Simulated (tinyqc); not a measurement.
Extended Hueckel theory, for LiF, step by step. One step of it, computed by the program tinyqc.

Task: Mulliken analysis. P = C n C^T; charge = valence electrons (Li 1, F 7) minus the sum of (P S)_ii on the atom; overlap population = 2 sum P_ij S_ij between two atoms.

coefficients:
```
,MO1,MO2,MO3,MO4,MO5,MO6,MO7,MO8
1Li 2s,-0.055758,0.000000,0.000000,0.001669,0.882524,0.000000,0.000000,0.582889
1Li 2px,0.000000,0.002073,-0.019844,0.000000,0.000000,0.944265,0.362996,0.000000
1Li 2py,0.000000,-0.019844,-0.002073,0.000000,0.000000,-0.362996,0.944265,0.000000
1Li 2pz,-0.094905,0.000000,0.000000,0.006811,-0.474291,0.000000,0.000000,1.010538
2F 2s,1.052221,0.000000,0.000000,-0.002279,-0.052744,0.000000,0.000000,-0.506061
2F 2px,0.000000,-0.104205,0.997419,0.000000,0.000000,-0.125570,-0.048272,0.000000
2F 2py,0.000000,0.997419,0.104205,0.000000,0.000000,0.048272,-0.125570,0.000000
2F 2pz,-0.009946,0.000000,0.000000,1.000499,0.032453,0.000000,0.000000,0.093321
```

occupations: 2.000000  2.000000  2.000000  2.000000  0.000000  0.000000  0.000000  0.000000

overlap S, lower triangle:
```
,1Li 2s,1Li 2px,1Li 2py,1Li 2pz,2F 2s,2F 2px,2F 2py,2F 2pz
1Li 2s,1.000000
1Li 2px,0.000000,1.000000
1Li 2py,0.000000,0.000000,1.000000
1Li 2pz,0.000000,0.000000,0.000000,1.000000
2F 2s,0.289951,0.000000,0.000000,0.426463,1.000000
2F 2px,0.000000,0.152474,0.000000,0.000000,0.000000,1.000000
2F 2py,0.000000,0.000000,0.152474,0.000000,0.000000,0.000000,1.000000
2F 2pz,-0.066651,0.000000,0.000000,-0.059717,0.000000,0.000000,0.000000,1.000000
```

Give: charges; Overlap populations.

Result:

charges: 1Li 1.107, 2F -1.107

Overlap populations:
```
pair,value
2-1,-0.265278
```
